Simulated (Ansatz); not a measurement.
Results of PBE0 (Ansatz, a quantum-chemistry and plane-wave program, plane waves, PAW) for Cs2SnI6 (Fm-3m, No. 225).

Settings: plane-wave cutoff 460 eV, 4×4×4 k mesh, Fermi–Dirac smearing 0.01 eV, scalar-relativistic PAW data made under PBE.

Cell (relaxed with PBEsol):

```yaml
crystal:
  lattice:
    - [0.00000, 5.77788, 5.77788]
    - [5.77788, 0.00000, 5.77788]
    - [5.77788, 5.77788, 0.00000]
  atoms:
    - { symbol: Cs, position: [0.25000, 0.25000, 0.25000] }
    - { symbol: Cs, position: [0.75000, 0.75000, 0.75000] }
    - { symbol: Sn, position: [0.00000, 0.00000, 0.00000] }
    - { symbol: I, position: [0.24836, 0.75164, 0.75164] }
    - { symbol: I, position: [0.75164, 0.24836, 0.24836] }
    - { symbol: I, position: [0.75164, 0.24836, 0.75164] }
    - { symbol: I, position: [0.24836, 0.75164, 0.24836] }
    - { symbol: I, position: [0.75164, 0.75164, 0.24836] }
    - { symbol: I, position: [0.24836, 0.24836, 0.75164] }
```

**Question.** Give the computed band gap.

**Answer.** 
- band gap: 1.37 eV (on the SCF k mesh)

Note: cell and atoms aren't relaxed at this level (pressure 0.7 GPa).

Spin–orbit coupling is not included; with these elements it can move the gap by several tenths of an eV or more.

Computed values are for the static lattice.

Computing time: very roughly 11 core-minutes.
